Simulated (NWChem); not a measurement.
**PBE0/def2-TZVP (then freq 1) run of H2S (hydrogen sulfide)**

Wanted: a geometry optimisation of H2S (hydrogen sulfide). 

Program for the calculation: NWChem 7.3.0.

## (1) The molecule

H2S: 3 atoms, total charge 0, spin state singlet. SMILES: `S`. The shape is that of a PBE0-D4/def2-TZVP optimisation. The run starts from this shape.

Bond lengths: S1–H2 1.341 Å, S1–H3 1.341 Å. Angles: H2–S1–H3 92.3°.

## (2) A geometry optimisation at PBE0/def2-TZVP (then freq 1)

Input file sp.nw:

```
echo
start sp
title "H2S PBE0"
memory total 2200 mb

geometry units angstroms
S     0.495500   -0.280600    0.243900
H     0.097900    0.997700    0.162400
H    -0.593400   -0.717100   -0.406300
end

basis spherical bse
* library def2-TZVP
end

dft
xc pbe0
grid fine
convergence energy 1e-08
iterations 100
mulliken
print low
end

driver
tight
maxiter 40
end

task dft optimize
task dft frequencies
```

Command:

```sh
$ nwchem sp.nw > sp.out
```

**Question.** What will come out? Wanted: total energy at the end; lowest harmonic wavenumber; highest harmonic wavenumber; zero-point energy; ideal-gas entropy at 298.15 K.

Answer, from the run:

At PBE0/def2-TZVP (then freq 1):

```
                                                 quantity             value
                                  total energy at the end     -399.26120 Eh
                               lowest harmonic wavenumber         1209 cm⁻¹
                              highest harmonic wavenumber         2740 cm⁻¹
                                        zero-point energy       39.9 kJ/mol
ideal-gas entropy at 298.15 K (symmetry number 2 as used)  49.1 cal/(mol K)
```

What this shows: At the final geometry: Bond lengths: S1–H2 1.341 Å, S1–H3 1.341 Å. Angles: H2–S1–H3 92.3°. All 3 modes are real, so the shape is a minimum at this level. The optimisation took 4 steps and changed the energy by -0.000 eV.
